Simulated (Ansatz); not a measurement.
A trace of molecular dynamics of CH₄BF (7 atoms, charge 0, multiplicity 1).

All numbers below come from RKS r2SCANh-D4/def2-SVP in Ansatz.

| Item | Value |
| --- | --- |
| ensemble | NVE (velocity Verlet) |
| starting velocities drawn for | 1000 K |
| masses | H 3.016 u |
| seed | 669825 |

| time (fs) | T (K) | potential energy less start (eV) | conserved less start (meV/atom) |
| --- | --- | --- | --- |
| 0 | 1000 | 0.000 | 0.00 |
| 5 | 516 | 0.313 | 0.08 |
| 10 | 68 | 0.603 | 0.13 |
| 15 | 463 | 0.348 | 0.08 |
| 20 | 882 | 0.076 | 0.01 |
| 25 | 488 | 0.332 | 0.08 |
| 30 | 179 | 0.531 | 0.10 |
| 35 | 446 | 0.359 | 0.08 |
| 40 | 795 | 0.133 | 0.01 |
| 45 | 514 | 0.314 | 0.07 |
| 50 | 234 | 0.496 | 0.11 |
| 55 | 530 | 0.304 | 0.04 |
| 60 | 720 | 0.181 | 0.04 |
| 65 | 547 | 0.293 | 0.05 |
| 70 | 250 | 0.486 | 0.11 |
| 75 | 499 | 0.324 | 0.04 |
| 80 | 610 | 0.253 | 0.06 |
| 85 | 538 | 0.299 | 0.03 |
| 90 | 288 | 0.461 | 0.12 |
| 95 | 591 | 0.265 | 0.02 |
| 100 | 623 | 0.244 | 0.06 |
| 105 | 497 | 0.325 | 0.04 |
| 110 | 287 | 0.462 | 0.10 |
| 115 | 507 | 0.319 | 0.06 |
| 120 | 701 | 0.193 | 0.03 |
| 125 | 535 | 0.301 | 0.06 |

Problem. Is this trajectory sound?

Solution. The conserved energy stayed within 0.13 meV per atom of its start (net change 0.061 meV per atom), so the integration is sound. Over the second half the temperature averaged 0.50 of the 1000 K drawn at the start: a run that starts near a minimum puts about half its kinetic energy into the potential. A run of 0.12 ps of so small a system gives no equilibrium averages. The time step was 0.5 fs.

Time of the run: 110 s on 2 threads of AMD EPYC 9R45 96-Core Processor (Zen 5), with other jobs on the host, peak memory 0.14 GiB.
